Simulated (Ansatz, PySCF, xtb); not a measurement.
Dissociation curve of Na₂, singlet.

- RKS-B3LYP/6-311+G** = restricted B3LYP/6-311+G**, spherical d (PySCF)
- UKS-B3LYP/6-31G* = unrestricted B3LYP/6-31G*, spherical d run with PySCF 2.14.0
- GFN1-xTB (xtb)
- FCI = full CI/aug-cc-pVTZ, frozen core in Ansatz (an electronic-structure program)

Energies relative to the lowest point of each curve near equilibrium, in kcal/mol; the last columns give the difference from FCI:

```json
[
 {"R / Å": "2.49", "RKS-B3LYP/6-311+G**": "5.6", "UKS-B3LYP/6-31G*": "5.0", "GFN1-xTB": "6.8", "FCI": "8.0", "RKS-B3LYP/6-311+G** − FCI": "-2.4", "UKS-B3LYP/6-31G* − FCI": "-3.0", "GFN1-xTB − FCI": "-1.2"},
 {"R / Å": "2.66", "RKS-B3LYP/6-311+G**": "2.4", "UKS-B3LYP/6-31G*": "2.2", "GFN1-xTB": "1.5", "FCI": "4.1", "RKS-B3LYP/6-311+G** − FCI": "-1.7", "UKS-B3LYP/6-31G* − FCI": "-1.9", "GFN1-xTB − FCI": "-2.6"},
 {"R / Å": "2.80", "RKS-B3LYP/6-311+G**": "0.9", "UKS-B3LYP/6-31G*": "0.8", "GFN1-xTB": "0.1", "FCI": "2.0", "RKS-B3LYP/6-311+G** − FCI": "-1.1", "UKS-B3LYP/6-31G* − FCI": "-1.2", "GFN1-xTB − FCI": "-1.9"},
 {"R / Å": "2.89", "RKS-B3LYP/6-311+G**": "0.3", "UKS-B3LYP/6-31G*": "0.3", "GFN1-xTB": "0.0", "FCI": "1.1", "RKS-B3LYP/6-311+G** − FCI": "-0.8", "UKS-B3LYP/6-31G* − FCI": "-0.8", "GFN1-xTB − FCI": "-1.1"},
 {"R / Å": "2.96", "RKS-B3LYP/6-311+G**": "0.1", "UKS-B3LYP/6-31G*": "0.0", "GFN1-xTB": "0.2", "FCI": "0.6", "RKS-B3LYP/6-311+G** − FCI": "-0.5", "UKS-B3LYP/6-31G* − FCI": "-0.6", "GFN1-xTB − FCI": "-0.4"},
 {"R / Å": "3.10", "RKS-B3LYP/6-311+G**": "0.0", "UKS-B3LYP/6-31G*": "0.0", "GFN1-xTB": "1.1", "FCI": "0.1", "RKS-B3LYP/6-311+G** − FCI": "-0.1", "UKS-B3LYP/6-31G* − FCI": "-0.1", "GFN1-xTB − FCI": "1.0"},
 {"R / Å": "3.19", "RKS-B3LYP/6-311+G**": "0.2", "UKS-B3LYP/6-31G*": "0.2", "GFN1-xTB": "2.0", "FCI": "0.0", "RKS-B3LYP/6-311+G** − FCI": "0.2", "UKS-B3LYP/6-31G* − FCI": "0.2", "GFN1-xTB − FCI": "2.0"},
 {"R / Å": "3.26", "RKS-B3LYP/6-311+G**": "0.5", "UKS-B3LYP/6-31G*": "0.5", "GFN1-xTB": "2.7", "FCI": "0.1", "RKS-B3LYP/6-311+G** − FCI": "0.4", "UKS-B3LYP/6-31G* − FCI": "0.4", "GFN1-xTB − FCI": "2.7"},
 {"R / Å": "3.43", "RKS-B3LYP/6-311+G**": "1.4", "UKS-B3LYP/6-31G*": "1.4", "GFN1-xTB": "4.9", "FCI": "0.6", "RKS-B3LYP/6-311+G** − FCI": "0.8", "UKS-B3LYP/6-31G* − FCI": "0.8", "GFN1-xTB − FCI": "4.3"},
 {"R / Å": "3.57", "RKS-B3LYP/6-311+G**": "2.4", "UKS-B3LYP/6-31G*": "2.5", "GFN1-xTB": "6.9", "FCI": "1.3", "RKS-B3LYP/6-311+G** − FCI": "1.1", "UKS-B3LYP/6-31G* − FCI": "1.1", "GFN1-xTB − FCI": "5.6"},
 {"R / Å": "3.88", "RKS-B3LYP/6-311+G**": "5.2", "UKS-B3LYP/6-31G*": "5.3", "GFN1-xTB": "11.8", "FCI": "3.6", "RKS-B3LYP/6-311+G** − FCI": "1.7", "UKS-B3LYP/6-31G* − FCI": "1.7", "GFN1-xTB − FCI": "8.3"},
 {"R / Å": "4.13", "RKS-B3LYP/6-311+G**": "7.7", "UKS-B3LYP/6-31G*": "7.7", "GFN1-xTB": "16.5", "FCI": "5.6", "RKS-B3LYP/6-311+G** − FCI": "2.1", "UKS-B3LYP/6-31G* − FCI": "2.1", "GFN1-xTB − FCI": "10.9"},
 {"R / Å": "4.66", "RKS-B3LYP/6-311+G**": "12.8", "UKS-B3LYP/6-31G*": "11.9", "GFN1-xTB": "28.4", "FCI": "9.6", "RKS-B3LYP/6-311+G** − FCI": "3.1", "UKS-B3LYP/6-31G* − FCI": "2.3", "GFN1-xTB − FCI": "18.8"},
 {"R / Å": "5.01", "RKS-B3LYP/6-311+G**": "15.8", "UKS-B3LYP/6-31G*": "13.7", "GFN1-xTB": "37.2", "FCI": "11.7", "RKS-B3LYP/6-311+G** − FCI": "4.1", "UKS-B3LYP/6-31G* − FCI": "1.9", "GFN1-xTB − FCI": "25.5"},
 {"R / Å": "5.70", "RKS-B3LYP/6-311+G**": "20.6", "UKS-B3LYP/6-31G*": "15.6", "GFN1-xTB": "55.8", "FCI": "14.4", "RKS-B3LYP/6-311+G** − FCI": "6.2", "UKS-B3LYP/6-31G* − FCI": "1.2", "GFN1-xTB − FCI": "41.4"},
 {"R / Å": "6.23", "RKS-B3LYP/6-311+G**": "23.4", "UKS-B3LYP/6-31G*": "16.3", "GFN1-xTB": "70.2", "FCI": "15.4", "RKS-B3LYP/6-311+G** − FCI": "8.0", "UKS-B3LYP/6-31G* − FCI": "0.9", "GFN1-xTB − FCI": "54.8"},
 {"R / Å": "6.87", "RKS-B3LYP/6-311+G**": "25.9", "UKS-B3LYP/6-31G*": "16.7", "GFN1-xTB": "86.2", "FCI": "16.1", "RKS-B3LYP/6-311+G** − FCI": "9.8", "UKS-B3LYP/6-31G* − FCI": "0.6", "GFN1-xTB − FCI": "70.1"},
 {"R / Å": "7.56", "RKS-B3LYP/6-311+G**": "27.7", "UKS-B3LYP/6-31G*": "16.9", "GFN1-xTB": "99.9", "FCI": "16.3", "RKS-B3LYP/6-311+G** − FCI": "11.4", "UKS-B3LYP/6-31G* − FCI": "0.5", "GFN1-xTB − FCI": "83.5"},
 {"R / Å": "8.45", "RKS-B3LYP/6-311+G**": "29.2", "UKS-B3LYP/6-31G*": "16.9", "GFN1-xTB": "110.7", "FCI": "16.5", "RKS-B3LYP/6-311+G** − FCI": "12.7", "UKS-B3LYP/6-31G* − FCI": "0.4", "GFN1-xTB − FCI": "94.2"},
 {"R / Å": "9.38", "RKS-B3LYP/6-311+G**": "30.2", "UKS-B3LYP/6-31G*": "17.0", "GFN1-xTB": "115.3", "FCI": "16.5", "RKS-B3LYP/6-311+G** − FCI": "13.6", "UKS-B3LYP/6-31G* − FCI": "0.4", "GFN1-xTB − FCI": "98.7"}
]
```

RKS-B3LYP/6-311+G** is furthest from FCI at 9.38 (13.6 kcal/mol, above); its mean absolute difference over the points is 4.1 kcal/mol.

UKS-B3LYP/6-31G* is furthest from FCI at 2.49 (-3.0 kcal/mol, below); its mean absolute difference over the points is 1.1 kcal/mol.

GFN1-xTB is furthest from FCI at 9.38 (98.7 kcal/mol, above); its mean absolute difference over the points is 26.5 kcal/mol.

The restricted form behind RKS-B3LYP/6-311+G** keeps the bonding electrons paired and can't separate into open-shell fragments. The unrestricted determinant behind UKS-B3LYP/6-31G* is spin-contaminated at 4.66 to 9.38 Å (<S²> up to 1.0, against 0.00 for a pure singlet).
